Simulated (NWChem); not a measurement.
Species: N2H cation; SMILES [NH+]#N

```xyz
3

N      0.0000     0.0000     0.6578
N      0.0000     0.0000    -0.4350
H      0.0000     0.0000    -1.4794
```
Atoms are numbered in this order, from 1.

Program: NWChem. The geometry was optimised at PBE0/def2-SVP. Level: PBE0/def2-SVP with SMD (1 M gas to 1 M solution), gas-phase geometry. Reactions with the solvent are ignored.

| solvent | dielectric constant | solvation free energy (kcal/mol) | cavity-dispersion-structure term (kcal/mol) |
|---|---|---|---|
| water | 78.4 | -83.1 | 0.7 |
| cyclohexane | 2.02 | -39.3 | 3.2 |
| toluene | 2.37 | -45.7 | 3.2 |
| 1-propanol | 20.5 | -77.7 | 3.1 |
| 1-octanol | 9.86 | -73.0 | 3.3 |
